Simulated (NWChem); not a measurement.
System: F anion

Computed with NWChem. Static field.

Problem. What does the run give for CAM-B3LYP/def2-TZVPD? Quantities: isotropic polarisability (bohr³); anisotropy (bohr³).

Solution. 
* **isotropic polarisability (bohr³)**: 10.8
* **anisotropy (bohr³)**: 0.0
